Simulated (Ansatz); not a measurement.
Total energies of C3H7NO, SMILES `C=C(N)CO`.

```csv
atom,x (Å),y (Å),z (Å)
C1,0.4603,0.5143,1.4938
C2,0.2173,-0.0809,0.3213
N3,0.3485,-1.4280,0.0745
C4,-0.2522,0.7105,-0.8686
O5,-1.2220,0.0373,-1.6443
H6,0.8602,-0.0268,2.3433
H7,0.2631,1.5700,1.6175
H8,0.3748,-1.7101,-0.8902
H9,0.9219,-1.9654,0.7005
H10,0.5917,0.8754,-1.5468
H11,-0.6042,1.6915,-0.5315
H12,-1.9593,-0.1878,-1.0694
```

Total charge 0; spin multiplicity 1. All single points use the PBE0-D4/def2-TZVP geometry. It is one conformer, not always the lowest. Basis def2-TZVPP, the Gaussian-basis code of Ansatz.

RPA on PBE orbitals: Hartree–Fock energy of these orbitals -247.01388 Eh, correlation -1.52131 Eh (frozen core).

| functional | energy without D4 (Eh) | D4 term (kJ/mol) |
| --- | --- | --- |
| LDA (SPW92) | -246.49512 | – |
| revPBE | -248.50732 | -72.4 |
| BLYP | -248.49405 | -46.0 |
| r2SCAN | -248.44307 | -5.2 |
| PBE0 | -248.29631 | -16.9 |
| r2SCANh | -248.43029 | -5.4 |
| r2SCAN0 | -248.41224 | -5.9 |
| BHLYP | -248.43746 | -21.9 |
| ωB97M-V | -248.47983 | – |
| PBE-QIDH | -248.25898 | – |

**Question.** Give the same for PBE, B97M-V, B3LYP, HSE06 (plane-wave form), CAM-B3LYP, LC-ωPBE, ωB97X-V, B2PLYP. (An estimate is asked.)

**Answer.** Ansatz gave: 
```tsv
functional	energy without D4 (Eh)	D4 term (kJ/mol)
PBE	-248.27899	-20.4
B97M-V	-248.55289	–
B3LYP	-248.59162	-32.4
HSE06 (plane-wave form)	-248.28306	-15.6
CAM-B3LYP	-248.46957	-16.8
LC-ωPBE	-248.42937	–
ωB97X-V	-248.50540	–
B2PLYP	-248.38156	–
```

B3LYP takes the VWN-RPA correlation (the form of Gaussian; ORCA's B3LYP/G). HSE06 is the plane-wave form, built on full-range PBE exchange. The double hybrids freeze the cores in their second-order part.

LC-ωPBE has ω = 0.4 bohr⁻¹.
